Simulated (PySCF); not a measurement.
C4H4FN.
SMILES with atom numbers: `[N:1]#[C:2]/[CH:3]=[CH:4]/[CH2:5][F:6]` (hydrogens: H7 on C3; H8 on C4; H9, H10 on C5)

Geometry (PBE0-D3(BJ)/def2-SVP, Å), atoms numbered from 1 in this order:
```xyz
10
C4H4FN angstrom
N      2.3194   -0.4072   -2.5701
C      1.7399   -0.3527   -1.5667
C      1.0400   -0.2952   -0.3263
C     -0.2001    0.1996   -0.2138
C     -0.9379    0.2593    1.0752
F     -0.2039   -0.2525    2.1049
H      1.5573   -0.6793    0.5579
H     -0.7263    0.5867   -1.0928
H     -1.8854   -0.3052    0.9903
H     -1.2040    1.3080    1.3062
```

The closed-shell ground state was solved at several levels (PySCF, density fitting, gas phase, non-relativistic).

| level | basis functions | total energy (Eh) | HOMO (eV) | LUMO (eV) | gap (eV) | dipole (D) |
| --- | --- | --- | --- | --- | --- | --- |
| PBE0/pcSseg-1 | 122 | -309.0027 | -8.21 | -1.63 | 6.58 | 4.36 |
| B3LYP/def2-SVPD | 155 | -309.1699 | -8.03 | -1.91 | 6.12 | 4.30 |
| KT2/pcSseg-2 | 272 | -314.4362 | -7.07 | -2.58 | 4.49 | 4.27 |

Estimate the row for B3LYP/pcJ-1, a basis of 202 functions; the other rows only guide the guess.

Total energy -309.3936 Eh, HOMO -7.97 eV, LUMO -1.83 eV, gap 6.14 eV, dipole 4.32 D.

Over all these levels, which gives the widest orbital gap and which the narrowest?

PBE0/pcSseg-1 (global hybrid, 25 % exact exchange) has the widest, 6.58 eV, and KT2/pcSseg-2 (GGA) the narrowest, 4.49 eV. Functional and basis both differ between the two, so the spread mixes both effects.

How far do the dipole and the HOMO energy spread over the levels?

The dipole runs from 4.27 to 4.36 D (mean 4.31 D) and the HOMO from -8.21 to -7.07 eV.

One conformer stands for the species.
